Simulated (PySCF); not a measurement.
**Working out the ionisation energy of C**

C [He] 2s2 2p2 (3P) → C⁺ [He] 2s2 2p1 (2P). All numbers are calculated (PySCF 2.14, the non-relativistic Hamiltonian (point nucleus), in def2-TZVPPD (6s3p3d1f, 37 functions)). Frozen: 1s2. Energies in hartree (1 hartree = 27.21139 eV):

```csv
part,C (lower),C⁺ (upper)
UHF,-37.692531,-37.295548
CCSD correlation,-0.086744,-0.073951
(T),-0.002081,-0.001140
```

What does Hartree-Fock give?

(-37.295548) − (-37.692531) = 0.396983 hartree = 10.802 eV.

What do CCSD and CCSD(T) give?

The CCSD correlation energies differ by 0.012793 hartree = 0.348 eV and the triples by 0.000941 hartree = 0.026 eV, so CCSD gives 11.150 eV and CCSD(T) 11.176 eV.

Measured between the centres of the two terms (NIST): 11.262 eV, so CCSD(T) (valence) is off by -0.086 eV.

What remains against the reference includes basis incompleteness, the frozen core and higher excitations.
